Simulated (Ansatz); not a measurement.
Geometry optimisation, RKS PBE0/def2-SVP in Ansatz.

The input (input.yaml):

```yaml
crystal:
  periodic: [false, false, false]
  atoms:
    - { symbol: B, position_ang: [0.104931, -0.000163, 0.060397] }
    - { symbol: H, position_ang: [0.293851, -0.462057, 1.1312] }
    - { symbol: H, position_ang: [1.126698, 0.462253, -0.310765] }
    - { symbol: "N", position_ang: [-1.090035, -0.00034, -0.629554] }
    - { symbol: H, position_ang: [-1.939555, -0.410039, -0.262933] }
    - { symbol: H, position_ang: [-1.197791, 0.410346, -1.548245] }
basis:
  gaussian: { orbitals: def2-SVP }
hamiltonian:
  xc: pbe0
relax:
  f_tol: 0.03
  max_steps: 50
```

Run as:

```bash
$ ansatz run input.yaml --threads 1 --pin off --max-ram 2048MiB --backend cpu --events-out ev --progress --plain --runs-dir out
```

**Question.** Where does it end, and by what steps?

**Answer.** It converged. After 4 steps the energy has fallen by 0.140 eV; H3 moved furthest, 0.13 Å.

| step | energy less start (eV) | largest force component (eV/Å) | accepted |
| --- | --- | --- | --- |
| 0 | 0.0000 | 0.943 | yes |
| 1 | -0.1266 | 0.469 | yes |
| 2 | -0.1398 | 0.070 | yes |
| 3 | -0.1398 | 0.047 | yes |
| 4 | -0.1400 | 0.007 | yes |

```xyz
6
Properties=species:S:1:pos:R:3
B 0.141 0.000 0.081
H 0.188 -0.512 1.176
H 1.113 0.512 -0.425
N -1.061 0.000 -0.612
H -1.911 -0.410 -0.249
H -1.171 0.410 -1.531
```

Whether the end is a true minimum wasn't checked by a vibrational analysis.

Time of the run: 3.6 s on 1 thread of Intel(R) Xeon(R) Platinum 8488C (Sapphire Rapids), with other jobs on the host, peak memory 0.12 GiB.
